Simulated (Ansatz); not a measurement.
What a trial cell of Sr2TlO2 relaxes into

Computed with DFT PBE, scalar-relativistic, plane waves, PAW (Ansatz 0.2.0). Cutoff 420 eV, Γ-centred k mesh, Gaussian smearing, no spin polarisation in the final step.

The start puts Sr2TlO2 on the sites of a reported CaSi2Ni2 cell (I4/mmm, No. 139), with Tl in place of Ca, O in place of Si, Sr in place of Ni, at a guessed volume.

```
CELL_PARAMETERS angstrom
-2.23568 2.23568 5.42349
2.23568 -2.23568 5.42349
2.23568 2.23568 -5.42349
ATOMIC_POSITIONS crystal
Sr 0.25000 0.75000 0.50000
Sr 0.75000 0.25000 0.50000
Tl 0.00000 0.00000 0.00000
O 0.37110 0.37110 0.00000
O 0.62890 0.62890 0.00000
```

Steps on the 6×6×6 mesh (5 atoms). 12 of 16 steps are shown, and the free energy counts from the last. Trial steps that were taken back and renewals of the plane-wave basis can be among the rows.

| step | ΔF (meV/atom) | V (Å³/atom) | P (GPa) | largest force component (eV/Å) |
| --- | --- | --- | --- | --- |
| 1 | 582.5 | 21.69 | 0.42 | 2.200 |
| 2 | 447.1 | 21.94 | 2.59 | 1.179 |
| 4 | 263.4 | 25.15 | 1.34 | 0.740 |
| 5 | 201.9 | 26.31 | 0.91 | 0.534 |
| 6 | 155.0 | 27.83 | -0.61 | 0.523 |
| 8 | 63.9 | 27.84 | -0.29 | 0.449 |
| 9 | 44.5 | 27.81 | -0.36 | 0.072 |
| 11 | 49.6 | 29.67 | -2.26 | 0.009 |
| 12 | 37.8 | 28.19 | 0.05 | 0.001 |
| 13 | 6.7 | 28.19 | 1.45 | 0.004 |
| 15 | 2.0 | 29.47 | 0.03 | 0.005 |
| 16 | 0.0 | 29.47 | 0.13 | 0.005 |

A final relaxation ran on a 12×12×12 mesh. The relaxed crystal, I4/mmm (No. 139):

```
Sr Tl O
1.0
    -2.43877    2.43877    6.24215
     2.43877   -2.43877    6.24215
     2.43877    2.43877   -6.24215
Sr Tl O
2 1 2
Cartesian
  2.4388 0.0000 3.1211
  0.0000 2.4388 3.1211
  0.0000 0.0000 0.0000
  0.0000 0.0000 2.7156
  0.0000 0.0000 9.7687
```

- Volume per atom: 29.70 Å³
- Density: 4.60 g/cm³
- Energy over the elements: -1.77 eV/atom
- Gap on the 12×12×12 mesh: 0 eV (a metal)

Energies over the elements count from the elements' standard structures at the same level (O₂ as a molecule), with no empirical corrections.

The final run used a 12×12×12 mesh on its 5-atom cell and 0.10 eV smearing. For metals, differences of a few meV/atom aren't resolved. Spin–orbit coupling is left out.

Symmetry constrained the relaxation, so the result can be a saddle point.

Cost: 3 runs of about 4.7 core-minutes in all, on Arm Neoverse V1 (shared hosts).